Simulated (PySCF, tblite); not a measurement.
Isomers of C4H4NP. Computed with GFN2-xTB (tblite): harmonic, unscaled wavenumbers at the GFN2-xTB geometry, gas phase. Against measured fundamentals such values can be off by several per cent, at times by over 20. One conformer each.

Electronic energies: PBE0/pcSseg-1 single points on the GFN2-xTB geometries (PySCF, gas phase).

| SMILES | electronic energy, lowest = 0 (kcal/mol) |
| --- | --- |
| N#CCCC#P | 29.4 |
| c1cpccn1 | 0.0 |
| c1cncpc1 | 2.2 |

Q: How do GFN2-xTB zero-point energies change the relative energies?

A: 
| SMILES | ZPE (kcal/mol) | of it from modes above 1550 cm⁻¹ | electronic (kcal/mol) | with ZPE, lowest = 0 (kcal/mol) | lowest mode (cm⁻¹) | rings |
| --- | --- | --- | --- | --- | --- | --- |
| c1cpccn1 | 43.6 | 17.3 | 0.0 | 0.0 | 239 | 1 |
| c1cncpc1 | 43.6 | 17.3 | 2.2 | 2.2 | 197 | 1 |
| N#CCCC#P | 43.2 | 22.8 | 29.4 | 28.9 | 53 | 0 |

The zero-point energies span 0.4 kcal/mol, from `N#CCCC#P` to `c1cpccn1`. The order is unchanged.

Q: And how do the electronic energies of GFN2-xTB itself compare?

A: `c1cpccn1` 0.0; `c1cncpc1` 0.7; `N#CCCC#P` 38.2 kcal/mol, lowest = 0. Against the energies above, taken from the same isomer `c1cpccn1`, the largest difference is 8.8 kcal/mol.

Q: What do entropy and thermal enthalpy add at 298.15 K and 1 bar (rigid rotor, harmonic oscillator, one conformer each)?

A: 
```tsv
SMILES	point group	symmetry number	S (cal/(mol K))	H − H(0) (kcal/mol)	ZPE + H − H(0) − TS (kcal/mol)
c1cpccn1	C2v	2	71.6	3.74	26.0
c1cncpc1	Cs	1	73.0	3.75	25.6
N#CCCC#P	Cs	1	82.4	4.77	23.3
```
